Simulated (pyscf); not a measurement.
Thermochemistry of product channels of O=Ti(F)–F + HCl on the singlet surface, in eV, from ωB97M-D3(BJ)/def2-TZVP energies (ideal gas, 1 atm, RRHO with modes under 100 cm⁻¹ raised to 100, one conformer, R ln 2 for rigid chiral ones). Structures and frequencies: ωB97X-D3(BJ)/def2-SVP in PySCF.

| products | ΔE | ΔH(298 K) | ΔG(298 K) | ΔG(900 K) |
|---|---|---|---|---|
| O=Ti(F)–Cl + HF | +0.13 | +0.18 | +0.18 | +0.18 |
| HO–Ti(F)(F)–Cl | -2.59 | -2.49 | -2.06 | -1.25 |
| HO–Ti–F [singlet] + F–Cl | +5.89 | +5.94 | +5.90 | +5.83 |

These are energies of the channels, which say nothing of barriers. HO–Ti–F [singlet] is an excited spin state, 1.09 eV over the triplet at ωB97X-D3(BJ). A restricted singlet here is unstable towards spin polarisation, as is usual where a triplet lies low; its energy is less safe.
